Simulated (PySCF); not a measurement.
Gas-phase reaction: 3 H3SiN(CH3)2 ⇌ 3 H2SiNH + 5 H2 + 2 C3H4 (propyne)

Computed with PySCF and rigid-rotor harmonic-oscillator thermochemistry at 1 bar. † marks an energy on the PBE0/def2-TZVP geometry and frequencies; other levels use their own. MP2 and CCSD(T) freeze the core. All species are closed-shell singlets. H2SiNH: computed as isolated molecules; such fragments, hydroxides, amides, oligomers or adducts are transient or little studied in the gas. MP2 isn't extrapolated to the basis-set limit; its ΔH°(298 K) is 1017.4 kJ in def2-SVP and 934.7 kJ in def2-TZVPP. CCSD(T) isn't extrapolated to the basis-set limit. The harmonic model lacks anharmonicity and excited electronic states, which grow with temperature; levels with a mode under 35 cm⁻¹ are left out. Internal rotation in H3SiN(CH3)2 is treated as a harmonic vibration of one conformer, which makes the entropy rough. Warning, large T1 diagnostic: H2SiNH (CCSD(T)/def2-SVP†).

```json
[
 {"level": "CCSD(T)/def2-SVP†", "ΔE electronic, kJ": "1168", "ΔH°(298 K), kJ": "1025", "ΔS°(298 K), J/K": "900", "ΔG°(1000 K), kJ": "92"},
 {"level": "HF/def2-TZVP†", "ΔE electronic, kJ": "1160", "ΔH°(298 K), kJ": "1016", "ΔS°(298 K), J/K": "900", "ΔG°(1000 K), kJ": "84"},
 {"level": "MP2/def2-SVP†", "ΔE electronic, kJ": "1161", "ΔH°(298 K), kJ": "1017", "ΔS°(298 K), J/K": "900", "ΔG°(1000 K), kJ": "85"},
 {"level": "PBE/def2-SVP", "ΔE electronic, kJ": "1181", "ΔH°(298 K), kJ": "1044", "ΔS°(298 K), J/K": "906", "ΔG°(1000 K), kJ": "107"},
 {"level": "PBE0/def2-QZVP†", "ΔE electronic, kJ": "1177", "ΔH°(298 K), kJ": "1033", "ΔS°(298 K), J/K": "900", "ΔG°(1000 K), kJ": "100"},
 {"level": "PBE0/def2-SVP†", "ΔE electronic, kJ": "1303", "ΔH°(298 K), kJ": "1160", "ΔS°(298 K), J/K": "900", "ΔG°(1000 K), kJ": "227"},
 {"level": "PBE0/def2-TZVP", "ΔE electronic, kJ": "1185", "ΔH°(298 K), kJ": "1042", "ΔS°(298 K), J/K": "900", "ΔG°(1000 K), kJ": "109"},
 {"level": "LDA/def2-TZVP†", "ΔE electronic, kJ": "1322", "ΔH°(298 K), kJ": "1178", "ΔS°(298 K), J/K": "900", "ΔG°(1000 K), kJ": "246"}
]
```
ΔH° is lowest at HF/def2-TZVP† and highest at LDA/def2-TZVP†. No reference value is set beside these.
